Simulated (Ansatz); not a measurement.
**CHO (doublet): from Hartree-Fock to the top rungs, cc-pVTZ**

The task here is to estimate one member of a computed series from the others.

Program: Ansatz 0.2.0, Gaussian basis. Level of theory: cc-pVTZ, core rule «outside noble gas», up to 2 orbitals frozen. These are calculated values, not measurements.

To be run: UHF; CCSD(T) on ROHF; CCSD(T) on UHF; BCCD(T) on ROHF; CISD; CCSDT(Q) on ROHF; CCSDT(Q) on UHF.

24 further runs of the same task are left out: 6 for a known fault of the program, 1 that didn't finish, 17 set aside as unsound or not needed.

### The geometry

The geometry is an MP2(full)/6-31G* stationary point (not a proven minimum).

3 atoms, charge 0, spin multiplicity 2.

Atoms are counted from 1 here; the program's logs count them from 0.

Bond lengths: C1–O2 1.191 Å, C1–H3 1.124 Å. Angles: O2–C1–H3 123.4°.

Set-up of the first run:

in.yaml reads:

```yaml
crystal:
  periodic: [false, false, false]
  atoms:
    - {symbol: C, position_ang: [0.032595, 0.635122, 0.000000]}
    - {symbol: O, position_ang: [0.032595, -0.555718, 0.000000]}
    - {symbol: H, position_ang: [-0.905800, 1.252951, 0.000000]}
basis:
  gaussian: {orbitals: cc-pVTZ}
magnetization: {spin_polarized: true, initial_magnetization: 1}
hamiltonian: {xc: hf}
output: {orbitals: {seedname: orbitals}}
```

Command:

```bash
$ ansatz run in.yaml --threads 1 --pin off --events-out ev --progress --plain --max-ram 3020MiB --backend cpu
```

Among the steps run: UHF; CCSD(T) on ROHF; CCSD(T) on UHF; BCCD(T) on ROHF; CISD; CCSDT(Q) on ROHF; CCSDT(Q) on UHF.

One table of the session follows, with a row left open; its other results are not shown here.

```
   method  from UCCSDT(Q) (kJ/mol)
     ROHF                  +1052.0
      UHF                  +1037.1
     RMP2                    +62.7
     UMP2                    +66.8
     CISD                   +121.6
    RCCSD                    +50.4
    UCCSD                    +49.7
 RCCSD(T)                     +3.9
 UCCSD(T)                     +4.1
  BCCD(T)                     +4.1
   RCCSDT                     +3.2
   UCCSDT                        ?
RCCSDT(Q)                     +0.7
UCCSDT(Q)                        0
```

Estimate the missing values for UCCSDT.

**Answer.** from UCCSDT(Q) (kJ/mol): +3.1. In the column «from UCCSDT(Q) (kJ/mol)» it lies between RCCSDT(Q) (+0.7) and RCCSDT (+3.2).

To keep in mind: Restricted and unrestricted rows rest on different reference determinants; where their highest levels disagree by more than a few hundredths of an eV, they describe different states and don't form one ladder.
